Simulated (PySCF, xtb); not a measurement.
dimethylamine (C₂H₇N), SMILES CNC.

Geometry optimised at B3LYP-D3(BJ)/def2-TZVP.

Method: C-PCM-PBE0/def2-SVP (PySCF 2.14.0).

The values are the electrostatic part of the solvation free energy, E(continuum) − E(gas) at the gas-phase geometry, in a cavity of scaled van der Waals radii (PySCF's table); cavitation and dispersion terms are not included. In vacuum the orbital gap is 8.04 eV. The dipole moment in vacuum is 0.97 D.

**Question.** Estimate the values in water (ε = 78.36), tetrahydrofuran (ε = 7.43), dimethylsulfoxide (ε = 46.83). (An estimate is asked for; the answer gives what the named calculation found.)

**Answer.** 
| solvent | ε | ΔG(elec) (kcal/mol) | dipole (D) | gap (eV) |
|---|---|---|---|---|
| water | 78.36 | -2.8 | 1.23 | 8.30 |
| tetrahydrofuran | 7.43 | -2.4 | 1.19 | 8.26 |
| dimethylsulfoxide | 46.83 | -2.8 | 1.23 | 8.29 |

For comparison, GFN2-xTB/ALPB(water) (xtb, at the GFN2-xTB geometry, all terms of that model) gives -1.5 kcal/mol.
